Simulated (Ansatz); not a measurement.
A run of Ansatz (development build ahead of 0.2.0) on singlet NO(+) at this shape:

```tsv
atom	x (Å)	y (Å)	z (Å)
N	0.0000	0.0000	-0.5201
O	0.0000	0.0000	0.4551
```

Its results:

```yaml
Converged: yes
Reference_energy: -128.95747 hartree
Correlation_energy: -0.37692 hartree
Total_energy: -129.33439 hartree
Spin_squared_of_the_determinant: 0.000
```

(1) Which input gives this output? Name the method, the orbitals and the basis set, and write the input.

Results:

(1) RHF-MP2 in cc-pVTZ. An unrestricted run that stays on the closed shell gives the same numbers.

```yaml
crystal:
  periodic: [false, false, false]
  atoms:
    - { symbol: "N", position_ang: [0.0, 0.0, -0.52005] }
    - { symbol: O, position_ang: [0.0, 0.0, 0.45505] }
basis:
  gaussian: { orbitals: cc-pVTZ }
total_charge: 1
hamiltonian:
  xc: hf
correlation:
  method: mp2
  frozen_orbitals: { "N": 1, O: 1 }
```

Caution: no unrestricted run beside it, a lower state can exist.
